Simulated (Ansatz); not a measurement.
BGeNH, quartet: the ladder up to UCCSDT(Q)

Geometry: a PBE0/def2-TZVP stationary point for this spin, not checked as a minimum. The doublet lies 2.9 eV lower here.

```xyz
4

B     0.0000    0.5354    1.5745
Ge    0.0000    0.0493   -0.5080
N     0.0000   -0.7705    1.2486
H     0.0000    1.4080    2.3708
```

Basis cc-pVDZ; Ansatz 0.2.0. Correlated methods freeze the noble-gas cores and the filled d shells of p-block atoms, which leaves 13 electrons in 44 orbitals. R marks a restricted (for open shells ROHF) determinant, U an unrestricted one. No spin–orbit coupling is included, and no scalar relativity.

Full CI isn't at hand for all of this; UCCSDT(Q) serves as the reference, and is uncertain by the last step of the cluster series or more.

```
UHF ⟨S²⟩                          : 3.823
T1 diagnostic (RCCSD)             : 0.0304
largest doubles amplitude (RCCSD) : 0.068
T1 diagnostic (UCCSD)             : 0.0332
```

Q: From what is known of these methods and the diagnostics, rank them by the size of their error in total energy against UCCSDT(Q) in cc-pVDZ, smallest first (an estimate: the text doesn't fix the numbers).
A. UCCSD
B. UHF
C. UCCSDT
D. UCCSD(T)
E. UMP2

A: C (3.9 kJ/mol), D (7.2 kJ/mol), A (44.5 kJ/mol), E (117.3 kJ/mol), B (847.6 kJ/mol).

All errors are against UCCSDT(Q) in cc-pVDZ. Within each family the higher level lies nearer, as is usual though not guaranteed.
